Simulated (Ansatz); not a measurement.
A made-up structure of SiH3S2 (charge +1), singlet:

| atom | x (Å) | y (Å) | z (Å) |
| --- | --- | --- | --- |
| Si1 | -0.8489 | 0.1633 | 1.4925 |
| S2 | -0.5359 | 0.2069 | -0.5843 |
| S3 | 0.7683 | -0.9736 | 0.7831 |
| H4 | -1.2768 | -0.6220 | -1.3676 |
| H5 | 0.1265 | 1.2712 | -1.1117 |
| H6 | 1.7723 | -0.0659 | 0.8941 |

It is relaxed with PBE-D4/def2-SVP and then PBE0-D4/def2-TZVP (Ansatz 0.2.0). Atoms count as bonded within 1.22 times the sum of their covalent radii (H–H: 0.88 Å). The end point is not checked to be a true minimum.

Question: Does its bonding change? (A judgement: the text doesn't fix the answer.)

Answer: The calculation gives: Yes. Formed: none; broken: S2–S3.

Where it ends: The first stage lowers the energy by 5.61 eV in 32 steps. It ends as SiH₃S₂ ([SH][Si][SH2]), total charge +1:
```xyz
6
angstrom
Si -0.3690 -0.6463 1.0316
S -0.9965 0.7338 -0.8710
S 1.5437 0.1964 0.9919
H -2.0046 -0.0445 -1.3159
H -0.1122 0.2773 -1.7834
H 1.9443 -0.5369 2.0528
```

Labels in which every atom is bracketed show which atoms are joined, not bond orders.

For scale, one of the runs: PBE0-D4/def2-TZVP relaxation, 129 basis functions, launched by `ansatz run in.yaml --threads 2 --pin off --events-out ev --progress --plain --max-ram 4352MiB`. The run took about 45 s on 2 CPU threads of an Intel Xeon Platinum 8175M (shared host).
